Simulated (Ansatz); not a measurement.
A made-up structure of C$_{2}$H$_{3}$Si, doublet:

```tsv
atom	x (Å)	y (Å)	z (Å)
C1	0.8215	-0.9783	0.4625
C2	-0.3239	-1.0743	-0.1327
Si3	0.2167	0.7099	0.0890
H4	1.5402	-1.4945	1.0461
H5	0.7670	1.4887	-1.0411
H6	-0.3739	1.5630	1.1426
```

It is relaxed with PBE-D4/def2-SVP and then PBE0-D4/def2-TZVP (Ansatz 0.2.0). Atoms count as bonded within 1.22 times the sum of their covalent radii (H–H: 0.88 Å). The end point is not checked to be a true minimum.

Problem. Does its bonding change? (Judge from chemistry; the calculation decides.)

Solution. By the calculation: No: no bond forms or breaks.

Where it ends: The first stage lowers the energy by 0.13 eV in 5 steps. It ends as C₂H₃Si ([C]1[CH][SiH2]1):
C1  (0.806, -1.002, 0.519)
C2  (-0.322, -1.023, -0.115)
Si3  (0.198, 0.721, 0.089)
H4  (1.603, -1.554, 0.996)
H5  (0.786, 1.482, -1.035)
H6  (-0.422, 1.591, 1.111)
(Å)

Labels in which every atom is bracketed show which atoms are joined, not bond orders.

For scale, one of the runs: PBE0-D4/def2-TZVP relaxation, 117 basis functions, launched by `ansatz run in.yaml --threads 2 --pin off --events-out ev --progress --plain --max-ram 4352MiB`. Hardware: 2 CPU threads of an Arm Neoverse V1, shared host. Wall time about 19 s.
